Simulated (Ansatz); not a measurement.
All numbers were calculated with Ansatz.

A structure relaxed at PBE0-D4/def2-TZVP, charge 0, multiplicity 1:

Cartesian coordinates in Å:
```
C -0.151 0.892 0.421
C 0.853 0.414 -0.309
Si -0.443 -0.823 -0.071
H -0.381 1.833 0.905
H 1.796 0.798 -0.679
H -0.280 -1.944 0.885
H -1.395 -1.169 -1.153
```

Task: Give its formula and SMILES.

Result: C2H4Si, `C1=C[SiH2]1`.

Task: Point group (tolerance 0.08 Å, 0.16 Å for H)?

Result: C2v.

Task: Summarise the bond lengths by kind.

Result: 1 × C–C 1.330 Å; 2 × C–Si 1.808 Å; 2 × C–H 1.083 Å; 2 × H–Si 1.482 Å.
